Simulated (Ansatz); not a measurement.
Geometry optimisation, Ansatz 0.2.0, UKS PBE0/def2-SVP.

Input:

```yaml
crystal:
  periodic: [false, false, false]
  atoms:
    - { symbol: C, position_ang: [-0.85755, 0.31407, -0.97473] }
    - { symbol: Si, position_ang: [0.57243, 0.45254, 0.16346] }
    - { symbol: S, position_ang: [0.9475, -1.56495, 0.92741] }
    - { symbol: H, position_ang: [-0.83335, -0.32142, -1.84413] }
    - { symbol: H, position_ang: [-1.80945, 0.77489, -0.77872] }
    - { symbol: H, position_ang: [0.29577, 1.27036, 1.33736] }
    - { symbol: H, position_ang: [2.1905, -1.86867, 0.41058] }
    - { symbol: H, position_ang: [-0.16741, -1.67446, 1.6337] }
magnetization:
  spin_polarized: true
  initial_magnetization: 1
basis:
  gaussian: { orbitals: def2-SVP }
hamiltonian:
  xc: pbe0
relax:
  f_tol: 0.02
  max_steps: 50
output:
  orbitals: {}
```

Launched with:

```bash
$ ansatz run input.yaml --threads 2 --pin off --max-ram 3072MiB --backend cpu --events-out ev --progress --plain --runs-dir out
```

Question: Where does it end, and by what steps?

Answer: The run converged. The force dipped under the threshold on the way, but the program's further checks kept it going. After 26 steps the energy has fallen by 1.843 eV; H7 moved furthest, 2.43 Å. Parted: S3–H7.

```
step  energy less start (eV)  largest force component (eV/Å)  accepted
   0                  0.0000                           3.388       yes
   1                 -0.6337                           1.573       yes
   2                 -1.0120                           1.438       yes
   3                 -1.0876                           3.908       yes
   4                 -1.3853                           1.041       yes
   5                 -1.4762                           0.352       yes
   6                 -1.4792                           0.160       yes
   7                 -1.4895                           0.304       yes
   8                 -1.4954                           0.068       yes
   9                 -1.4983                           0.115       yes
  10                 -1.5020                           0.274       yes
  11                 -1.5061                           0.260       yes
  12                 -1.5233                           0.179       yes
  13                 -1.5438                           0.301       yes
  14                 -1.5763                           0.553       yes
  15                 -1.6332                           0.787       yes
  16                 -1.7237                           0.518       yes
  17                 -1.7807                           0.544       yes
  18                 -1.8205                           0.167       yes
  19                 -1.8298                           0.427       yes
  20                 -1.8378                           0.162       yes
  21                 -1.8147                           0.453        no
  22                 -1.8428                           0.028       yes
  23                 -1.8431                           0.014       yes
  24                 -1.8432                           0.006       yes
  25                 -1.8433                           0.007       yes
  26                 -1.8433                           0.008       yes
```

```xyz
8
Properties=species:S:1:pos:R:3
C -1.238 0.330 -0.859
Si 0.082 0.007 0.166
S 0.545 -1.844 1.100
H -1.989 -0.412 -1.140
H -1.364 1.332 -1.279
H 1.110 1.002 0.554
H 3.709 -0.542 1.765
H -0.517 -2.489 0.567
```

Time of the run: 60 s on 2 threads of Arm Neoverse V2, on a shared host, peak memory 0.23 GiB.
